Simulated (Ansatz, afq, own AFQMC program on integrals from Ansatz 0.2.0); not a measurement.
AFQMC on a folder of integrals that Ansatz 0.2.0 wrote.

```yaml
crystal:
  periodic: [false, false, false]
  atoms:
    - {symbol: O, position_ang: [0.000000, -0.171931, 0.859982]}
    - {symbol: O, position_ang: [0.000000, 0.171931, -0.859982]}
    - {symbol: H, position_ang: [0.000000, 0.729708, 1.199007]}
    - {symbol: H, position_ang: [0.000000, -0.729708, -1.199007]}
basis:
  gaussian: {orbitals: cc-pVDZ}
magnetization: {spin_polarized: false}
correlation: {method: ccsd_t, electrons: outside_noble_gas, hamiltonian_folder: ham}
```

```sh
$ ansatz run in.yaml --threads 1 --pin off --events-out ev --progress --plain --max-ram 1382MiB
```

Options of the walk:

```
--method phaseless --trial cid --walkers 80 --populations 1 --least-time 40 --time-step 0.5 --steps-per-block 5 --equilibration-blocks 10 --max-blocks 100 --target-error 0.0009 --factor-cut 0.0001 --seed 7997 --taylor-order 6
```

Times are imaginary, in 1/Eh. The walk had a cap of 90 s.

```
orbitals 36  electrons 7 7  factors 225 of 348
reference energy -150.73481565 Eh
CCSD correlation -0.42279209 Eh in 14 cycles, weight of the determinant in the CISD state 0.8572
energy of the start -151.157591 Eh
 block  time / (1/Eh)  mean weight  energy / Eh
     1     2.500  1.2340  -151.168480
     2     5.000  1.0976  -151.169961
     3     7.500  0.8535  -151.166915
     4    10.000  0.8351  -151.173505
     5    12.500  0.8641  -151.173351
    11    27.500  0.8920  -151.165344
    23    57.500  0.8186  -151.174788
    33    82.500  0.8666  -151.224590
    35    87.500  1.1914  -151.168141
    47   117.500  1.3093  -151.147500
    59   147.500  0.7420  -151.157720
    71   177.500  1.0338  -151.163113
    83   207.500  0.7929  -151.166063
    95   237.500  1.4705  -151.161331
   107   267.500  0.8531  -151.160328
   109   272.500  0.9651  -151.153917
blocks merged  error / Eh  count
     1  0.001281  100
     2  0.001297  50
     4  0.001187  25
     8  0.001120  12
energy -151.170921 +/- 0.001297 Eh
(rows thinned)
```

The run passed its tests (sampling time, drift between the halves within three errors, error under three times the target), which doesn't prove that it has relaxed. The second half of the sampling lies above the first by 1.8 errors of their difference, so the energy may still be moving and its error bar be too small.

Against this walk (error 35.3 meV) on the same determinant: CCSD(T) 37.7 meV lower (within the noise), CCSDT(Q) 110.4 meV lower, a separate phaseless walk with a CISD trial and standard settings 66.3 ± 42.5 meV lower (within the noise). The error is statistical and leaves out the bias of the constraint. None of these is a sure reference here.

A setting was made bad on purpose (time step too long), so the walk's energy isn't to be trusted.

Cautions: constraint bias not in the error; walkers die often; error above the target (35.3 against 24.5 meV); higher spins were not checked; restricted determinant unstable towards unrestricted (UHF 1.16 eV lower, ⟨S²⟩ 0.70); the time-step error isn't removed.

CCSDT and higher add their correlation energy to the determinant of the CCSD(T) run, since their own runs factorise the integrals more tightly (a shift of under 2 meV). A walk keeps the symmetry of its determinant, which the program's search chose and which needn't be the lowest solution, so a lower state of the same spin and another symmetry isn't excluded.
